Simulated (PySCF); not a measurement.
## C2H2F2: core ionisation energies

Species: C₂H₂F₂.
Bonds: C1–C2 (double), C2–F3, C2–F4. Hydrogens: H5, H6 on C1.

Level of theory: PySCF, delta-SCF UKS SCAN, pcX-2 on the ionised atom, pcseg-1 elsewhere, spin-free X2C. Binding energies are ΔSCF values: E(core-ionised, relaxed orbitals) − E(ground state) at a fixed geometry, referred to the vacuum level.

Task: List the computed XPS lines with their assignment.

Result: 
```json
{"atom(s)": "C1", "bonded to": "C (double bond) and 2 H", "level": "C 1s", "binding energy (eV)": "291.11", "above the level's lowest (eV)": "0.00", "count": "1"}
{"atom(s)": "C2", "bonded to": "2 F and C (double bond)", "level": "C 1s", "binding energy (eV)": "295.92", "above the level's lowest (eV)": "+4.81", "count": "1"}
{"atom(s)": "F3/F4", "bonded to": "C", "level": "F 1s", "binding energy (eV)": "694.38", "above the level's lowest (eV)": "0.00", "count": "2"}
```

The listed C 1s values span 4.81 eV, from C1 (bonded to C (double bond) and 2 H) to C2 (bonded to 2 F and C (double bond)). Summing the Pauling electronegativity differences to the bonded atoms, each weighted by its formal bond order, gives -0.70 for the lowest site and +2.86 for the highest.

Task: What is the longest wavelength that can ionise C 1s of C2 vertically?

Result: λ = hc/E = 12398.42 eV Å / 295.92 eV = 41.898 Å.

The first atom of each set that the bonding makes equivalent was ionised and stands for the set. Geometry: PBE0-D3(BJ)/def2-SVP; no solvent, vibrations or thermal averaging.

On one thread of an Arm Neoverse V1 (shared host), this took 8.8 s of wall time.
